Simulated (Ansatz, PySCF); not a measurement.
Reaction (SMILES): C1CC1 + 3 [H][H] (H2) -> 3 C (CH4)

Quantity: energy of full hydrogenation (enthalpy at 298 K), in kcal/mol. Terms: 6-311+G** with 5d; 6-31G* and kin with 6d, 5d where marked; non-relativistic; valence correlation only; no spin-orbit coupling; no dispersion term unless named. Basis-set limits of correlation are two-point, X^-3; Hartree-Fock from the larger set. [CCSD(T)-MP2]/basis is that difference in the basis named. Ab initio and DFT rows: single points at B3LYP-D3(BJ) geometries (Ansatz, a quantum-chemistry and plane-wave program), with unscaled harmonic terms from B3LYP/6-31G* at its own minima.

Measured values: Active Thermochemical Tables 1.112 (ions: stationary electron), as tabulated in the package chemicals; they hold spin-orbit and core effects, anharmonicity. 

Value to compare with, the measured value: -66.3 kcal/mol.

| level | program | energy of full hydrogenation (enthalpy at 298 K) (kcal/mol) | error |
|---|---|---|---|
| BP86/6-31G* (5d) | PySCF | -66.0 | 0.3 |
| B3LYP/6-31G** | Ansatz | -70.0 | -3.7 |
| B3LYP/cc-pVDZ | Ansatz | -69.0 | -2.7 |
| M06-2X/6-31G* (5d) | PySCF | -65.2 | 1.1 |
| MP2/3-21G | Ansatz | -71.7 | -5.4 |
| MP2/6-311+G** | Ansatz | -62.0 | 4.3 |
| PBE/def2-TZVPD | Ansatz | -64.2 | 2.1 |
| B3LYP-D3(BJ)/def2-TZVPD | Ansatz + dftd3 | -67.2 | -0.9 |
| M06-2X/def2-TZVPD | PySCF | -60.8 | 5.5 |
| RI-MP2/CBS(aug-cc-pVTZ,aug-cc-pVQZ)+[CCSD(T)-MP2]/aug-cc-pVTZ | Ansatz | -65.7 | 0.6 |

Among the 6 habitual levels, MP2/3-21G lies farthest from the measured value (-5.4 kcal/mol) and BP86/6-31G* (5d) nearest (0.3); 3 of 6 lie above it, and their mean absolute error is 2.9 kcal/mol, the median 3.2. One case shows no general order.

The levels are drawn from those run, B3LYP/6-31G* more often than the rest, none by its result; runs whose electronic state is in doubt are left out.
